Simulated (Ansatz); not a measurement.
Geometry optimisation, RKS r2SCAN-D4/6-31G* in Ansatz 0.2.0.

Input:

```yaml
crystal:
  periodic: [false, false, false]
  atoms:
    - { symbol: F, position_ang: [0.53771, -1.71945, 1.37073] }
    - { symbol: C, position_ang: [0.76869, -0.30201, 0.98773] }
    - { symbol: Si, position_ang: [-0.18356, 0.2985, -0.33766] }
    - { symbol: H, position_ang: [-1.23774, -0.01463, -1.3688] }
    - { symbol: H, position_ang: [0.11489, 1.73758, -0.65199] }
total_charge: -1
basis:
  gaussian: { orbitals: "6-31G*" }
hamiltonian:
  xc: r2scan
  dispersion: d4
relax:
  f_tol: 0.015
  max_steps: 40
```

Launched with:

```bash
$ ansatz run input.yaml --threads 1 --pin off --max-ram 2048MiB --backend cpu --events-out ev --progress --plain --runs-dir out
```

**Question.** Where does it end, and by what steps?

**Answer.** The forces met the threshold. Limits of this set-up: an anion without diffuse functions, the dipole of an ion depends on the origin. After 7 steps the energy has fallen by 0.125 eV; H4 moved furthest, 0.08 Å.

| step | energy less start (eV) | largest force component (eV/Å) | accepted |
| --- | --- | --- | --- |
| 0 | 0.0000 | 1.852 | yes |
| 1 | -0.0836 | 1.230 | yes |
| 2 | -0.1120 | 0.271 | yes |
| 3 | -0.1232 | 0.135 | yes |
| 4 | -0.1239 | 0.149 | yes |
| 5 | -0.1244 | 0.089 | yes |
| 6 | -0.1251 | 0.021 | yes |
| 7 | -0.1252 | 0.004 | yes |

```xyz
5
Properties=species:S:1:pos:R:3
F 0.589 -1.672 1.404
C 0.751 -0.344 0.989
Si -0.212 0.303 -0.371
H -1.294 -0.027 -1.428
H 0.167 1.739 -0.595
```

Whether the end is a true minimum wasn't checked by a vibrational analysis.

Time of the run: 16 s on 1 thread of Intel(R) Xeon(R) Platinum 8259CL CPU @ 2.50GHz (Skylake/Cascade Lake) (shared host), peak memory 0.15 GiB.
